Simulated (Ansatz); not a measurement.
`O=CC(O)F` and `CC(O)(F)C=O` differ in one atom or group.

Ansatz, PBE0-D4/def2-TZVP geometries, multiplicity 1. Each molecule was computed in one conformer, which needn't be the lowest.

```tsv
property	`O=CC(O)F`
HOMO–LUMO gap (PBE/def2-TZVPP) / eV	3.81
LUMO energy (ωB97M-V/def2-TZVPP) / eV	0.55
HOMO energy (PBE0/def2-TZVPP) / eV	-8.47
HOMO energy (B3LYP/def2-TZVPP) / eV	-8.27
HOMO energy (PBE/def2-TZVPP) / eV	-6.83
size of the dipole moment (ωB97M-V/def2-TZVPP) / D	1.78
```

Question: What does the change do to each property? (Best estimate.)

Answer: Computed: 
```csv
property,`CC(O)(F)C=O`,shift
HOMO–LUMO gap (PBE/def2-TZVPP) / eV,3.85,0.04
LUMO energy (ωB97M-V/def2-TZVPP) / eV,0.72,0.17
HOMO energy (PBE0/def2-TZVPP) / eV,-8.28,0.19
HOMO energy (B3LYP/def2-TZVPP) / eV,-8.09,0.18
HOMO energy (PBE/def2-TZVPP) / eV,-6.68,0.15
size of the dipole moment (ωB97M-V/def2-TZVPP) / D,2.13,0.35
```

Dipoles are sizes alone; their direction can turn.

B3LYP here is the variant with VWN-RPA as its local correlation; programs differ in this.
